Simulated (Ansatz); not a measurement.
**Worked example: C6H10 + C3H5F3 → C5H7F + C4H8F2**

Gas-phase species: C6H10 (1-methylcyclopentene) `CC1=CCCC1`, singlet; C3H5F3 (1,2,3-trifluoropropane) `FCC(F)CF`, singlet; C5H7F `FC1=CCCC1`, singlet; C4H8F2 `CCC(F)CF`, singlet. The partners trade CH3 for F; both sit on C, so the bond types are kept.

Shapes, held fixed at every level: PBE0-D4/def2-TZVP. Flexible molecules stand in one conformer, not always the lowest. Programs: Ansatz 0.2.0. The zero-point and thermal change to 298 K, harmonic and unscaled (PBE0-D4/def2-TZVP), is +0.4 kJ/mol.

At CCSD(T)/CBS estimate; 1 Eh = 2625.50 kJ/mol:

```
species  energy (Eh)
  C6H10  -234.328654
 C3H5F3  -416.522222
  C5H7F  -294.246184
 C4H8F2  -356.607445
```

**Question.** Work out ΔH(298 K) of the reaction at this level.

**Answer.** 
1. Products less reactants: (-294.246184) + (-356.607445) − [(-234.328654) + (-416.522222)] = -0.002753 Eh = -7.2 kJ/mol.
2. With the thermal change: -7.2 + (+0.4) = -6.8 kJ/mol.

Other levels give -9.2 (r2SCAN0-D4/def2-TZVPP) to -5.6 kJ/mol (B3LYP-D4/def2-TZVPP). No measured value is set beside it here. The CBS estimate extrapolates MP2 from def2-TZVPP and def2-QZVPP and adds CCSD(T) − MP2 in the triple-zeta set, cores frozen.
